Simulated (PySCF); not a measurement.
C5H5N.
InChI=1S/C5H5N/c1-2-3-4-5-6/h1,3-6H/b4-3-,6-5+

Torsions of this conformer, `[H]/[N:6]=[CH:5]/[CH:4]=[CH:3]\[C:2]#[CH:1]`: C3–C4–C5–N6 180°.

The closed-shell ground state was solved at several levels (PySCF, density fitting, gas phase, non-relativistic). The structure is a single PBE0-D3(BJ)/def2-SVP conformer in the gas phase; no vibrational or solvent corrections.

```csv
level,basis functions,HOMO (eV),LUMO (eV),gap (eV),dipole (D)
CAM-B3LYP/def2-SVPD,160,-8.46,-0.95,7.51,1.97
mPW1PW91/pcSseg-2,286,-7.26,-2.06,5.20,1.92
PBE0/pcSseg-1,127,-7.23,-1.97,5.26,1.89
```

Q: Estimate the row for B3LYP/pcJ-1, a basis of 212 functions; the other rows only guide the guess.

A: HOMO -6.99 eV, LUMO -2.13 eV, gap 4.86 eV, dipole 1.88 D.

Q: Over all these levels, which gives the widest orbital gap and which the narrowest?

A: CAM-B3LYP/def2-SVPD (range-separated hybrid) has the widest, 7.51 eV, and B3LYP/pcJ-1 (global hybrid, 20 % exact exchange) the narrowest, 4.86 eV. Functional and basis both differ between the two, so the spread mixes both effects.

Q: How far do the dipole and the HOMO energy spread over the levels?

A: The dipole runs from 1.88 to 1.97 D (mean 1.92 D) and the HOMO from -8.46 to -6.99 eV.
